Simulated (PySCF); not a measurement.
Species: BS (doublet state).
InChI=1S/BS/c1-2

Computed, not measured: PBE0-D3(BJ)/def2-SVP geometry optimisation, gas phase in PySCF 2.14.0.

Masses are those of the commonest isotopes; rigid-rotor values at the optimised geometry. 

Task: What are the moment of inertia and the rotational constant?

Result: I = 21.334 u·Å², B = 505379 MHz·u·Å²/I = 23689 MHz (0.7902 cm⁻¹, or 1.137 K as hB/k). For two atoms I = μr² with μ = 8.1894 u and r = 1.6140 Å.

Task: List the first levels of a rigid rotor in a Σ state.

Result: E(J) = BJ(J+1): J = 1: 1.580, J = 2: 4.741, J = 3: 9.482, J = 4: 15.804, J = 5: 23.705, J = 6: 33.188 cm⁻¹. For this open shell read J as N, the rotation without spin; fine and hyperfine splittings come on top.

Task: Where do the first rotational lines fall?

Result: The dipole is 0.84 D; J+1 ← J lies at 2B(J+1): 1 ← 0 at 47.38 GHz, 2 ← 1 at 94.76 GHz, 3 ← 2 at 142.13 GHz, 4 ← 3 at 189.51 GHz, 5 ← 4 at 236.89 GHz, 6 ← 5 at 284.27 GHz.

Task: Estimate the classical rotational partition function at 10 K, 25 K and 500 K.

Result: Point group C∞v, symmetry number σ = 1; q = kT/(σhB), k/h = 20836.6 MHz/K: 8.8 at 10 K, 22.0 at 25 K, 440 at 500 K.

No frequency check. ⟨S²⟩ = 0.770 (exact for a doublet: 0.75). No vibrational averaging or centrifugal distortion is included, and the geometry carries the error of its method.

The run took about 2.2 s of CPU time (one thread, shared machine). That covers the optimisation of the geometry.
